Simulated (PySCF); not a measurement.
# ClF (chlorine monofluoride): the cost of one run

The runs use PySCF 2.14.0, with density-fitted response routines of our own; the level of theory stands in each step. All values are computed, except where a source is named. Atoms are numbered from 0 throughout.

### Step 1. The starting structure

2 atoms, charge 0, multiplicity 1; geometry from: GFN2-xTB. The atoms were then displaced at random by about 0.01 Å, so the start is not that level's minimum.

Bonds of the start (Å): F0–Cl1 1.71.

### Step 2. Relaxing the molecule at PBE0-D3(BJ)/def2-SVP

What the job is given:

```
{"job": {"xc": "PBE0", "basis": "def2-SVP", "d3": "d3bj", "grid": 1, "shake": 0.01, "kind": "geom"}, "charge": 0, "multiplicity": 1}
F      0.862590    -0.028550     0.001470
Cl    -0.845100    -0.000260    -0.013590
```

Run with:

```
$ OMP_NUM_THREADS=1 python probes_run.py task.json out
```

One launch serves the whole session: the jobs run in the order shown.

Q: Estimate the wall time and peak memory of this first job on 1 thread of Arm Neoverse N1, shared host.

About 2.2 s, with a peak of 0.25 GiB.
